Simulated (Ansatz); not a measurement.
# B₂SiH (sextet): the correlation ladder, def2-TZVPP

The task here is to estimate one member of a computed series from the others.

Program: Ansatz 0.2.0, Gaussian basis. Level of theory: def2-TZVPP, core rule «outside noble gas», up to 7 orbitals frozen. These are calculated values, not measurements.

Plan: UHF; ROHF; CCSD(T) on UHF.

### What is computed

The geometry is a PBE0/def2-TZVP stationary point (not a proven minimum) of the parent state, kept for this charge and spin.

4 atoms, charge 0, spin multiplicity 6.

Atoms are counted from 1 here; the program's logs count them from 0.

Bond lengths: B1–Si2 1.995 Å, B1–B3 1.731 Å, Si2–B3 1.946 Å, B3–H4 1.188 Å. Angles: Si2–B1–B3 62.5°, B1–Si2–B3 52.1°, B1–B3–Si2 65.4°, B1–B3–H4 134.1°, Si2–B3–H4 160.5°.

The first run:

File in.yaml:

```yaml
crystal:
  periodic: [false, false, false]
  atoms:
    - {symbol: B, position_ang: [0.000000, -1.102278, -0.760213]}
    - {symbol: Si, position_ang: [0.000000, 0.151019, 0.792273]}
    - {symbol: B, position_ang: [0.000000, 0.594686, -1.102049]}
    - {symbol: H, position_ang: [0.000000, 1.236325, -2.101784]}
basis:
  gaussian: {orbitals: def2-TZVPP}
magnetization: {spin_polarized: true, initial_magnetization: 5}
hamiltonian: {xc: hf}
output: {orbitals: {seedname: orbitals}}
```

On the command line:

```console
> ansatz run in.yaml --threads 1 --pin off --events-out ev --progress --plain --max-ram 4096MiB --backend cpu
```

Steps of the session up to this table: UHF; ROHF; CCSD(T) on UHF.

One of the session's tables, all rows but one given; the rest of the session is left out.

It belongs to the step «Misses and costs». 

| method | from UCCSD(T) (meV) |
| --- | --- |
| ROHF | +7267.0 |
| UHF | +7113.0 |
| UMP2 | +1379.4 |
| UCCSD | ? |
| UCCSD(T) | 0 |

**Question.** Estimate the row for UCCSD.

**Answer.** from UCCSD(T) (meV): +382.8. In the column «from UCCSD(T) (meV)» it lies between UCCSD(T) (0) and UMP2 (+1379.4).
